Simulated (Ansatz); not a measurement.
A calculation with Ansatz (development build ahead of 0.2.0).

```yaml
crystal:
  periodic: [false, false, false]
  atoms:
    - { symbol: "N", position_ang: [0.0, 0.0001, -0.66512] }
    - { symbol: "N", position_ang: [0.0, -0.0001, 0.66512] }
    - { symbol: H, position_ang: [0.0, 1.07539, -0.98726] }
    - { symbol: H, position_ang: [0.0, -1.07539, 0.98726] }
basis:
  gaussian: { orbitals: def2-TZVP }
hamiltonian:
  xc: hf
correlation:
  method: mp2
  frozen_orbitals: { H: 0, "N": 1 }
```

The input is written out in the form of the current development build from the run's settings.

Output:

```yaml
Converged: yes
Reference_energy: -110.00787 hartree
Correlation_energy: -0.41902 hartree
Total_energy: -110.42689 hartree
Spin_squared_of_the_determinant: 0.000
```

Caution: in another basis set an unrestricted determinant lies well below.
